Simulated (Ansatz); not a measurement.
```yaml
crystal:
  periodic: [false, false, false]
  atoms:
    - {symbol: Ge, position_ang: [0.000000, 0.000000, 0.000000]}
    - {symbol: Br, position_ang: [0.000000, 0.000000, 2.232000]}
basis:
  gaussian: {orbitals: def2-TZVP}
magnetization: {spin_polarized: true, initial_magnetization: 3}
hamiltonian: {xc: pbe0}
relax: {f_tol: 0.004, max_steps: 80}
```

```sh
$ ansatz run in.yaml --threads 1 --pin off --events-out ev --progress --plain --max-ram 2176MiB
```

Steps of the relaxation (energy above the last step; positions in Å, forces in eV/Å):

```
2
step 1, 71.2 meV
Ge    0.000    0.000    0.000    0.000    0.000   -1.357
Br    0.000    0.000    2.232    0.000    0.000    1.357
```

```
2
step 2, 5.0 meV
Ge    0.000    0.000   -0.042    0.000    0.000   -0.307
Br    0.000    0.000    2.274    0.000    0.000    0.307
```

```
2
step 3, 0.0 meV
Ge    0.000    0.000   -0.058    0.000    0.000   -0.019
Br    0.000    0.000    2.290    0.000    0.000    0.019
```

```
2
step 4, 0.0 meV
Ge    0.000    0.000   -0.059    0.000    0.000    0.001
Br    0.000    0.000    2.291    0.000    0.000   -0.001
```

Close pairs at the end: Ge1–Br2 2.350 Å.

A stationary point of unrestricted PBE0 after 4 steps, with ⟨S²⟩ = 3.755 against 3.75 for a pure state. 27 s on 1 thread of Intel Xeon Platinum 8259CL, shared host.
